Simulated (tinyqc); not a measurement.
Ways to converge the cycle: SCF convergence aids in the sto-3g basis, for BH3, spin multiplicity 1. Computed by the program tinyqc with PySCF. RHF with one setting changed at a time; a run stops when the energy changes by less than 1e-09 hartree and the error matrix is below 1e-5. The start is the Wolfsberg-Helmholz matrix. Damping d keeps d of the old density; a shift (hartree) raises the virtual levels; DIIS n extrapolates F over n matrices.

Geometry (angstrom):
```
atom,x,y,z
B,0.0000,0.0000,0.0050
H,1.3130,0.0000,0.0000
H,-0.6570,1.1370,0.0000
H,-0.6570,-1.1370,0.0000
```

lowest restricted solution found by these runs and by PySCF = -26.032906 hartree

Largest element of the error matrix X^T (FDS - SDF) X:
```
iteration,plain,damping 0.3,damping 0.6,shift 0.4,DIIS 3,DIIS 8
1,3.4e-01,3.4e-01,3.4e-01,3.4e-01,3.4e-01,3.4e-01
2,4.6e-02,1.1e-01,2.1e-01,9.5e-02,4.6e-02,4.6e-02
3,8.0e-03,4.2e-02,1.3e-01,3.0e-02,7.9e-03,7.9e-03
4,2.7e-03,1.6e-02,7.7e-02,1.1e-02,1.6e-03,1.6e-03
5,7.4e-04,6.1e-03,4.8e-02,5.4e-03,5.5e-05,7.1e-06
6,2.1e-04,3.2e-03,3.2e-02,2.6e-03,2.2e-06,2.2e-06
8,1.7e-05,8.4e-04,1.3e-02,5.9e-04,-,-
10,-,2.1e-04,5.6e-03,1.3e-04,-,-
14,-,1.3e-05,1.2e-03,6.3e-06,-,-
20,-,-,1.8e-04,-,-,-
30,-,-,6.3e-06,-,-,-
```

How each run ends:
```
run,iterations,E (hartree),state
plain,9,-26.03291,lowest found
damping 0.3,18,-26.03291,lowest found
damping 0.6,38,-26.03291,lowest found
shift 0.4,14,-26.03291,lowest found
DIIS 3,7,-26.03291,lowest found
DIIS 8,6,-26.03291,lowest found
```

What does the comparison show, and why?

6 of 6 runs reach the lowest restricted solution found, in 6 to 38 iterations (fastest: DIIS 8). Plain steps already contract here, so damping only slows them. DIIS 3 and DIIS 8 gain by cancelling the error over several earlier matrices, much as a quasi-Newton step does.
